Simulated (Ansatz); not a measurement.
## HO (charge +1): a scan of the bond length, step by step

Computed with Ansatz 0.2.0, Python API.

At the Python prompt:
```pycon
>>> import ansatz as az
>>> from ase.data import atomic_masses, atomic_numbers
>>> import numpy as np
>>> BASIS = 'def2-SVP'
>>> XC = 'hf'
>>> CHARGE = 1
>>> geometry_ang = [
...     ('H', [0.0, 0.0, 0.0]),
...     ('O', [0.0, 0.0, 1.02]),
... ]
>>> ho = az.Crystal.molecule()
>>> for symbol, xyz in geometry_ang:
...     ho = ho.atom(symbol, xyz)
...
>>> symbols = [site.symbol for site in ho.cartesian_sites]
>>> start = np.array([site.position_ang for site in ho.cartesian_sites])
>>> axis = (start[1] - start[0]) / np.linalg.norm(start[1] - start[0])
>>> moving = [1]
>>> lengths, energies = [0.898, 0.938, 0.979, 1.02, 1.061, 1.102, 1.142, 1.204], []
>>> for length in lengths:
...     xyz = start.copy()
...     xyz[moving] += (length - np.linalg.norm(start[1] - start[0])) * axis
...     point = az.Crystal.molecule()
...     for symbol, place in zip(symbols, xyz):
...         point = point.atom(symbol, place.tolist())
...     model = (
...         point.calculation()
...         .basis(gaussian=BASIS)
...         .functional(XC)
...         .charge(CHARGE)
...         .spin('collinear', total=2)
...     )
...     data = model.run(threads=1, backend='cpu').report
...     energies.append(data['free_energy_ev'])
...     print(f'r = {length:6.3f} A  E = {energies[-1]:.5f} eV  <S^2> = {abs(data["mean_field"]["state"]["spin_squared"]):.3f}')
...
r =  0.898 A  E = -2038.06234 eV  <S^2> = 2.010
r =  0.938 A  E = -2038.27876 eV  <S^2> = 2.011
r =  0.979 A  E = -2038.39000 eV  <S^2> = 2.012
r =  1.020 A  E = -2038.41570 eV  <S^2> = 2.013
r =  1.061 A  E = -2038.37675 eV  <S^2> = 2.015
r =  1.102 A  E = -2038.28952 eV  <S^2> = 2.017
r =  1.142 A  E = -2038.17021 eV  <S^2> = 2.020
r =  1.204 A  E = -2037.94030 eV  <S^2> = 2.027
>>> # quartic fit about the minimum
>>> fit = np.polynomial.Polynomial.fit(lengths, np.array(energies) - min(energies), 4).convert()
>>> roots = [r.real for r in fit.deriv().roots() if abs(r.imag) < 1e-9 and fit.deriv(2)(r.real) > 0]
>>> r_e = min(roots, key=lambda r: abs(r - lengths[int(np.argmin(energies))]))
>>> print(f'minimum of the fit at {r_e:.4f} A, force constant {fit.deriv(2)(r_e):.2f} eV/A^2')
minimum of the fit at 1.0138 A, force constant 40.26 eV/A^2
>>> m1, m2 = (atomic_masses[atomic_numbers[s]] for s in symbols)
>>> mu = m1 * m2 / (m1 + m2)
>>> print(f'harmonic wavenumber {521.4709 * np.sqrt(fit.deriv(2)(r_e) / mu):.0f} 1/cm, rotational constant {16.857629 / (mu * r_e ** 2):.4f} 1/cm')
harmonic wavenumber 3398 1/cm, rotational constant 17.2970 1/cm
```

The lowest point is at 1.020 Å. At the shortest distance (0.90 Å) the energy is 0.35 eV higher, at the longest (1.20 Å) 0.48 eV.

What to keep in mind:
- Total energies depend on the basis set; only differences at equal settings carry meaning.
- The basis set is modest, and single-reference methods fail as a bond breaks.
- The run takes the species as open-shell (spin multiplicity 3), which needn't be its ground state.
- Hartree-Fock leaves correlation out, so bond, atomisation and ionisation energies come out well too low.
- The spin state was assumed, and another may lie lower.
- It ran for 1 s on 1 thread of Arm Neoverse V1, with other jobs on the host, peak memory 0.14 GiB.
